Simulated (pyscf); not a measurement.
A first-order saddle from PySCF, ωB97X-D3(BJ)/def2-SVP:

```xyz
7

O      1.4497    -0.1811     0.4948
Mo     0.0338     0.1255    -0.2981
O     -0.3524     1.7004     0.0160
F     -1.3269    -1.3236    -0.8120
F      0.4918     0.1129    -2.0788
Cl    -1.3869    -0.7254     1.6838
H     -1.6837    -1.3518     0.4021
```
Charge 0, spin multiplicity 1.

Surface: singlet, charge 0. Lowest wavenumbers (cm⁻¹): 579i, 60, 190, 201, 260.

### Question
What reaction is this the transition state of?

### Answer
O=Mo(=O)(F)–F (SMILES [O]=[Mo](=[O])([F])[F]) + HCl (SMILES Cl) <-> O=Mo(=O)(F)–Cl (SMILES [O]=[Mo](=[O])([F])[Cl]) + HF (SMILES F), a four-centre exchange read from left to right: F–Mo, Cl–H broken and Cl–Mo, F–H formed. At ωB97M-D3(BJ)/def2-TZVP it lies +0.45 eV from the left side and +0.45 eV from the right (each side as separated species at their lowest minima found). On the product side the descent ends in an adduct with a F–Mo contact (not fully relaxed), 0.17 eV under the separated species and 0.60 eV under the saddle at ωB97X-D3(BJ)/def2-TZVP. What is counted as broken (F–Mo) persists as a longer contact in the product adduct; parting that adduct is a step of its own. At ωB97X-D3(BJ)/def2-TZVP the barrier from the zero used here is 0.29 eV. This is the saddle that the search found; another between the same sides may lie lower. Elements past Kr carry the def2 core potentials, without spin-orbit coupling.
